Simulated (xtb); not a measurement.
xtb input (GFN2-xTB):

```bash
xtb mol.xyz --gfn 2 --ohess tight --chrg -1 --uhf 0
```
mol.xyz:
```
10

N     -0.02289193     0.21680654     1.77055822
C      0.00492200     0.21329485    -1.07723272
C      0.02084589     1.33322730     1.02900322
C      0.03098037    -0.94004238     1.09794880
C     -0.03624387    -1.02066339    -0.36181808
C      0.02604439     1.41074618    -0.33155344
H     -0.01867093     0.23398416    -2.13193386
H      0.01128577    -1.87560437     1.63727014
H     -0.03588827    -1.91765088    -0.85235878
H      0.00796932     2.32411958    -0.80820533
```

Output:

```
           -------------------------------------------------
          |                Calculation Setup                |
           -------------------------------------------------

           -------------------------------------------------
          |                 G F N 2 - x T B                 |
           -------------------------------------------------

        Reference                      10.1021/acs.jctc.8b01176
      * Hamiltonian:
        H0-scaling (s, p, d)           1.850000    2.230000    2.230000
        zeta-weighting                 0.500000
      * Dispersion:
        s8                             2.700000
        a1                             0.520000
        a2                             5.000000
        s9                             5.000000
      * Repulsion:
        kExp                           1.500000    1.000000
        rExp                           1.000000
      * Coulomb:
        alpha                          2.000000
        third order                    shell-resolved
        anisotropic                    true
        a3                             3.000000
        a5                             4.000000
        cn-shift                       1.200000
        cn-exp                         4.000000
        max-rad                        5.000000

          ...................................................
          :                      SETUP                      :
          :.................................................:
          :  # basis functions                  28          :
          :  # atomic orbitals                  28          :
          :  # shells                           16          :
          :  # electrons                        30          :
          :  max. iterations                   250          :
          :  Hamiltonian                  GFN2-xTB          :
          :  restarted?                      false          :
          :  GBSA solvation                  false          :
          :  PC potential                    false          :
          :  electronic temp.          300.0000000     K    :
          :  accuracy                    1.0000000          :
          :  -> integral cutoff          0.2500000E+02      :
          :  -> integral neglect         0.1000000E-07      :
          :  -> SCF convergence          0.1000000E-05 Eh   :
          :  -> wf. convergence          0.1000000E-03 e    :
          :  Broyden damping             0.4000000          :
          :  net charge                         -1          :
          :  unpaired electrons                  0          :
          ...................................................

 iter      E             dE          RMSdq      gap      omega  full diag
   1    -15.9025776 -0.159026E+02  0.576E+00    2.18       0.0  T
   2    -15.5944765  0.308101E+00  0.534E+00    0.12       1.0  T
   3    -15.9100294 -0.315553E+00  0.383E+00    2.18       1.0  T
   4    -15.9614735 -0.514441E-01  0.196E+00    1.59       1.0  T
   5    -15.9718908 -0.104173E-01  0.157E+00    1.39       1.0  T
   6    -15.9742104 -0.231967E-02  0.139E+00    1.32       1.0  T
[...]
 * 8 selected distances

     #   Z          #   Z                                           value/Å
     1   7 N        4   6 C                                       1.3177727
     2   6 C        5   6 C                                       1.3907762 (max)
     4   6 C        5   6 C                                       1.3856007
     2   6 C        6   6 C                                       1.3781428
     2   6 C        7   1 H                                       1.0968474
     4   6 C        8   1 H                                       1.1017550
     5   6 C        9   1 H                                       1.0904864 (min)
     6   6 C       10   1 H                                       1.0970860

 * 3 distinct bonds (by element types)

   Z      Z             #   av. dist./Å        max./Å        min./Å
   1 H    6 C           4     1.0965437     1.1017550     1.0904864
   6 C    6 C           3     1.3848399     1.3907762     1.3781428
   6 C    7 N           1     1.3177727     1.3177727     1.3177727

           -------------------------------------------------
          |               Frequency Printout                |
           -------------------------------------------------
 projected vibrational frequencies (cm⁻¹)
eigval :       -0.00    -0.00    -0.00    -0.00     0.00     0.00
eigval :      212.18   304.81   570.07   613.17   638.16   711.46
eigval :      846.98   891.53   921.34   970.70  1027.73  1074.79
eigval :     1102.98  1141.31  1177.31  1262.36  1365.09  1406.37
eigval :     1510.21  1550.73  2782.28  2823.20  2865.57  2921.12
 reduced masses (amu)
   1: 11.34   2: 11.36   3: 10.51   4: 10.94   5: 11.89   6: 11.49   7:  9.26   8: 10.34
   9: 11.98  10: 11.38  11:  7.67  12:  6.34  13:  4.00  14:  4.11  15:  3.18  16: 11.92
  17: 11.26  18:  9.48  19:  6.90  20:  5.89  21:  2.69  22:  5.60  23:  7.22  24:  8.69
  25: 10.85  26: 10.94  27:  1.71  28:  1.71  29:  1.80  30:  1.85
 IR intensities (km·mol⁻¹)
   1: 12.24   2:  6.67   3:  6.30   4:  5.81   5: 10.36   6:  9.79   7:  4.01   8:  2.23
   9:  1.57  10:  1.38  11:  0.06  12:  3.67  13:  0.64  14:  3.25  15:  0.03  16:  9.09
  17:  1.02  18: 10.00  19:  0.54  20:  3.43  21:  0.01  22: 11.73  23:  0.54  24: 51.67
  25: 13.31  26: 46.59  27:421.06  28:176.69  29:473.91  30:289.66
 Raman intensities (Ä⁴*amu⁻¹)
   1:  0.00   2:  0.00   3:  0.00   4:  0.00   5:  0.00   6:  0.00   7:  0.00   8:  0.00
   9:  0.00  10:  0.00  11:  0.00  12:  0.00  13:  0.00  14:  0.00  15:  0.00  16:  0.00
  17:  0.00  18:  0.00  19:  0.00  20:  0.00  21:  0.00  22:  0.00  23:  0.00  24:  0.00
  25:  0.00  26:  0.00  27:  0.00  28:  0.00  29:  0.00  30:  0.00
 output can be read by thermo (or use thermo option).
 writing <g98.out> molden fake output.
 recommended (thermochemical) frequency scaling factor: 1.0
           -------------------------------------------------
          |             Thermodynamic Functions             |
           -------------------------------------------------

cs  symmetry found (for desy threshold:  0.10E+00) used in thermo

          ...................................................
          :                      SETUP                      :
          :.................................................:
          :  # frequencies                          24      :
          :  # imaginary freq.                       0      :
          :  linear?                             false      :
          :  only rotor calc.                    false      :
          :  symmetry                               cs      :
Note: The following floating-point exceptions are signalling: IEEE_UNDERFLOW_FLAG IEEE_DENORMAL
normal termination of xtb
          :  rotational number                       1      :
          :  scaling factor                  1.0000000      :
          :  rotor cutoff                   50.0000000 cm⁻¹ :
          :  imag. cutoff                  -20.0000000 cm⁻¹ :
          :.................................................:

    mode    ω/cm⁻¹     T·S(HO)/kcal·mol⁻¹    T·S(FR)/kcal·mol⁻¹   T·S(vib)
   ------------------------------------------------------------------------
       1    212.18    -0.60370 ( 99.69%)    -0.62814 (  0.31%)    -0.60378
   ------------------------------------------------------------------------

   temp. (K)  partition function   enthalpy   heat capacity  entropy
                                   cal/mol     cal/K/mol   cal/K/mol   J/K/mol
 298.15  VIB   2.69                 1198.229     11.235      5.983
         ROT  0.811E+05              888.752      2.981     25.444
         INT  0.218E+06             2086.982     14.216     31.427
         TR   0.668E+27             1481.254      4.968     38.963
         TOT                        3568.2356    19.1837    70.3898   294.5109

       T/K    H(0)-H(T)+PV         H(T)/Eh          T*S/Eh         G(T)/Eh
   ------------------------------------------------------------------------
    298.15    0.568635E-02    0.756066E-01    0.334445E-01    0.421622E-01
   ------------------------------------------------------------------------

         :::::::::::::::::::::::::::::::::::::::::::::::::::::
         ::                  THERMODYNAMIC                  ::
         :::::::::::::::::::::::::::::::::::::::::::::::::::::
         :: total free energy         -15.706330025126 Eh   ::
         ::.................................................::
         :: total energy              -15.748492209583 Eh   ::
         :: zero point energy           0.069920298470 Eh   ::
         :: G(RRHO) w/o ZPVE           -0.027758114013 Eh   ::
         :: G(RRHO) contrib.            0.042162184456 Eh   ::
         :::::::::::::::::::::::::::::::::::::::::::::::::::::

optimized geometry written to: xtbopt.xyz

           -------------------------------------------------
          | TOTAL ENERGY              -15.748492209583 Eh   |
          | TOTAL ENTHALPY            -15.672885565707 Eh   |
          | TOTAL FREE ENERGY         -15.706330025126 Eh   |
          | GRADIENT NORM               0.000075178228 Eh/α |
          | HOMO-LUMO GAP               1.791134126748 eV   |
           -------------------------------------------------

------------------------------------------------------------------------
------------------------------------------------------------------------
 total:
 SCF:
 ANC optimizer:
 analytical hessian:
```

It need not be the lowest isomer of its formula. Whether it binds its extra electron was not tested at this geometry.
